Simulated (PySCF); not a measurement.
**Two structures, one formula**

The two ends of one reaction step of AlH3O, singlet (PBE0-D4/def2-TZVP).

A:

Al1  (-0.733, -0.333, 0.389)
H2  (0.961, 0.867, -1.029)
O3  (0.199, -1.397, 1.128)
H4  (1.252, 0.315, -0.601)
H5  (-1.777, 0.646, -0.251)
(Å)

B:

```xyz
5
angstrom
Al -0.4352 0.2348 -0.1495
H 0.0585 1.2013 -1.3049
O 0.6765 -0.7908 0.6174
H 1.6044 -0.8214 0.3911
H -1.9242 0.1459 0.3623
```

PySCF 2.14 with density fitting (its default auxiliary sets; JK sets also for MP2 and CCSD(T)); basis: def2-TZVPP; cores frozen in the correlated methods. B3LYP uses VWN-RPA correlation.

Question: Which structure is lower at CCSD(T), and by how much? (To be estimated.)

Answer: The calculation gives: B, by 244.2 kJ/mol (electronic energy, against the other). By their contacts, A is a complex of AlHO ([O][AlH]) + H₂ and B is AlH₃O ([OH][AlH2]).

All methods give the same order:

```
   method  E(B) − E(A) (kJ/mol)
    SPW92                -236.0
   PBE-D4                -217.6
r2SCAN-D4                -238.2
  PBE0-D4                -250.8
 B3LYP-D4                -237.8
 BHLYP-D4                -272.5
  wB97M-V                -249.1
       HF                -307.8
      MP2                -230.6
     CCSD                -259.1
  CCSD(T)                -244.2
```

No T1 diagnostic of these runs exceeds 0.027. The T1 diagnostic is large here, which may signal multireference character or strong orbital relaxation, so CCSD(T) is less sure.

Labels in which every atom is bracketed show which atoms are joined, not bond orders.

For scale, one of the runs: CCSD(T)/def2-TZVPP, 115 basis functions, launched by `OMP_NUM_THREADS=4 python run.py`. The run took about 21 s on 4 CPU threads of an AMD EPYC 7B13 (shared host).
